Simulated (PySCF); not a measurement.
## Magnesium: a sound run and one with changed settings

Sound run: Mg [Ne] 3s2, Mg⁺ [Ne] 3s1. Calculation: PySCF 2.14, in pcseg-2 (5s3p1d, 19 functions); no relativity, point nucleus. In the sound run the correlated levels freeze [Ne]. The sound run starts from symmetry-adapted Hartree-Fock orbitals and uses a fine grid where one is needed.

Changed run: scalar relativity by spin-free X2C-1e. This setting is unsound on purpose.

| species | method | sound run (hartree) | changed run (hartree) | converged |
| --- | --- | --- | --- | --- |
| Mg | UHF | -199.60382 | -199.88854 | yes |
| Mg | LDA | -199.13477 | -199.41951 | yes |
| Mg | M06-2X | -200.05929 | -200.34411 | yes |
| Mg | MP2 | -199.62441 | -199.90915 | yes |
| Mg | CCSD(T) | -199.63649 | -199.92120 | yes |
| Mg⁺ | UHF | -199.36124 | -199.64557 | yes |
| Mg⁺ | LDA | -198.85097 | -199.13523 | yes |
| Mg⁺ | M06-2X | -199.77350 | -200.05780 | yes |

Ionisation energy of Mg:

```json
{"method": "UHF", "sound run (eV)": "6.601", "changed run (eV)": "6.612"}
{"method": "LDA", "sound run (eV)": "7.723", "changed run (eV)": "7.736"}
{"method": "M06-2X", "sound run (eV)": "7.777", "changed run (eV)": "7.791"}
{"method": "MP2", "sound run (eV)": "7.161", "changed run (eV)": "7.172"}
{"method": "SCS-MP2", "sound run (eV)": "7.273", "changed run (eV)": "7.285"}
{"method": "CCSD", "sound run (eV)": "7.490", "changed run (eV)": "7.500"}
{"method": "CCSD(T)", "sound run (eV)": "7.490", "changed run (eV)": "7.500"}
{"method": "CCSDT", "sound run (eV)": "7.490", "changed run (eV)": "7.500"}
{"method": "FCI", "sound run (eV)": "7.490", "changed run (eV)": "7.500"}
```

Most of the change in total energy is the relativistic energy itself. On top of that the contraction fixes the core shape for the Hamiltonian it was made with, so the changed run is not a good calculation with the other Hamiltonian either.

For comparison, NIST gives 7.646 eV between the lowest levels.
